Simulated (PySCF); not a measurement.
A species of formula C7H7 (doublet) has this rotational fingerprint, computed with PBE0-D3(BJ)/def2-SVP geometry optimisation, gas phase (PySCF 2.14.0):

| Property | Result |
| --- | --- |
| Rotational constants | A = 4044, B = 3606, C = 2104 MHz |
| Dipole components | \|μa\| = 0.26 D, \|μb\| = 1.04 D, \|μc\| = 0.36 D |
| Inertial defect | -24.88 u·Å² |
| κ | 0.55 |

Problem. Which structure is it? (One computed conformer of each.)
A. benzyl, `[CH2]C1=CC=CC=C1`
B. `C1=CC[C]2CC2=C1` [radical]
C. `[C:1]1=[CH:2][CH:3]=[CH:4][CH2:5][CH:6]=[CH:7]1` (doublet state) with C1–C2–C3–C4 33°, C3–C4–C5–C6 -69°, C4–C5–C6–C7 65°, C2–C1–C7–C6 -33°

Solution. C. It is [C]1=CC=CCC=C1, an asymmetric top. The candidates at the same level (rigid rotor, commonest isotopes):

```json
{"SMILES": "[C]1=CC=CCC=C1", "A (MHz)": "4044", "B (MHz)": "3606", "C (MHz)": "2104", "μa (D)": "0.26", "μb (D)": "1.04", "μc (D)": "0.36", "Δ (u·Å²)": "-24.88", "point group": "–", "rotor": "asymmetric top"}
{"SMILES": "[CH2]c1ccccc1", "A (MHz)": "5542", "B (MHz)": "2701", "C (MHz)": "1816", "μa (D)": "0.05", "μb (D)": "0.00", "μc (D)": "0.00", "Δ (u·Å²)": "0.00", "point group": "C2v", "rotor": "asymmetric top"}
{"SMILES": "C1=CC[C]2CC2=C1", "A (MHz)": "5059", "B (MHz)": "3071", "C (MHz)": "1959", "μa (D)": "0.44", "μb (D)": "0.63", "μc (D)": "0.00", "Δ (u·Å²)": "-6.46", "point group": "Cs", "rotor": "asymmetric top"}
```

`[CH2]c1ccccc1` has A 37 % too high; `C1=CC[C]2CC2=C1` has A 25 % too high. No structure here is proved a minimum.
